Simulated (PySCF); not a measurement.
# How the method moves the HOMO and LUMO of CH3NO

Compound: CH3NO.
SMILES with atom numbers: `[NH2:1][CH:2]=[O:3]` (hydrogens: H4, H5 on N1; H6 on C2)

Geometry (PBE0-D3(BJ)/def2-SVP, Å), atoms numbered from 1 in this order:
```
atom  x, y, z in Å
N1    -0.5877   -0.3376    0.1427
C2     0.5682    0.3133   -0.1307
O3     1.5991   -0.2111   -0.4734
H4    -0.6223   -1.3455    0.0495
H5    -1.4237    0.1612    0.4105
H6     0.4664    1.4197    0.0015
```

Basis pcSseg-2 throughout (PySCF), one geometry. Geometry: PBE0-D3(BJ)/def2-SVP; no solvent, vibrations or thermal averaging.

Problem. How do the orbital energies, the gap and the dipole change with the method?

Solution. 
```
   method                    kind  HOMO (eV)  LUMO (eV)  gap (eV)  μ (D)  SCF cycles
     OPBE                     GGA      -5.96      -0.49      5.47   3.82          16
     BLYP                     GGA      -5.97      -0.57      5.41   3.87          15
      PBE                     GGA      -6.03      -0.65      5.38   3.86          15
    B97-D                     GGA      -6.06      -0.56      5.50   3.88          14
     BP86                     GGA      -6.14      -0.73      5.41   3.88          15
      LDA                     LDA      -6.18      -0.91      5.27   3.95          15
      KT2                     GGA      -6.21      -0.58      5.64   3.82          16
      KT3                     GGA      -6.22      -0.58      5.65   3.80          16
    B97-2           global hybrid      -7.37       0.39      7.76   3.98          13
    B3LYP           global hybrid      -7.43       0.02      7.45   3.99          14
     PBE0           global hybrid      -7.66       0.38      8.04   4.00          14
 mPW1PW91           global hybrid      -7.69       0.34      8.03   4.00          14
CAM-B3LYP  range-separated hybrid      -9.17       1.00     10.16   4.06          14
BHandHLYP           global hybrid      -9.30       0.83     10.12   4.13          13
  wB97X-D  range-separated hybrid      -9.58       2.11     11.68   4.04          14
  LC-wPBE  range-separated hybrid     -10.46       2.17     12.63   4.07          14
       HF            Hartree–Fock     -11.54       2.42     13.96   4.30          11
```

The HOMO spans 5.57 eV, from OPBE down to HF, and the gap runs from 5.27 eV (LDA) to 13.96 eV (HF). Over the methods OPBE (0 %), BLYP (0 %), PBE (0 %), B97-D (0 %), BP86 (0 %), LDA (0 %), KT2 (0 %), KT3 (0 %), B97-2 (21 %), B3LYP (20 %), PBE0 (25 %), mPW1PW91 (25 %), BHandHLYP (50 %), HF (100 %), a straight line through the gap against the share of exact exchange rises by 0.87 eV for each 10 % (correlation coefficient 0.996). The dipole ranges from 3.80 D (KT3) to 4.30 D (HF). This basis has no diffuse functions.
